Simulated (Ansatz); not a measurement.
# TiSb2 (I4/mcm)

Computed with Ansatz 0.2.0, DFT PBEsol, scalar-relativistic, plane waves, PAW.

Cutoff 420 eV; k points 8×8×8 on the computed 6-atom cell (Γ-centred); Gaussian smearing, width 0.10 eV; no spin polarisation.

The structure is relaxed at this level of theory with its symmetry kept.

```cif
data_structure
_symmetry_space_group_name_H-M 'I4/mcm'
_symmetry_Int_Tables_number 140
_cell_length_a 6.6350
_cell_length_b 6.6350
_cell_length_c 5.7141
_cell_angle_alpha 90.000
_cell_angle_beta 90.000
_cell_angle_gamma 90.000
_cell_volume 251.55
loop_
_atom_site_label
_atom_site_type_symbol
_atom_site_symmetry_multiplicity
_atom_site_Wyckoff_symbol
_atom_site_fract_x
_atom_site_fract_y
_atom_site_fract_z
_atom_site_occupancy
Ti1 Ti 4 a 0.00000 0.00000 0.25000 1
Sb1 Sb 8 h 0.15300 0.65300 0.00000 1
```

| Quantity | Value |
| --- | --- |
| Space group | I4/mcm (No. 140) |
| Volume per atom | 20.96 Å³ |
| Formation energy from the elements' standard states (uncorrected) | -0.471 eV/atom |
| Kohn–Sham band gap | none (metal) |
| Density of states at the Fermi level | 1.11 states/eV per cell |
| Löwdin character within 0.5 eV of the Fermi level | Ti 3d 60 %, Sb 5p 31 % |
| Bulk modulus | 99 GPa |
| Its pressure derivative | 4.5 |
| Bader charges (e) | Ti (2 in the cell) 0.98, Sb (4 in the cell) -0.49 |

Spin-orbit coupling is left out, which matters for the bands of heavy elements.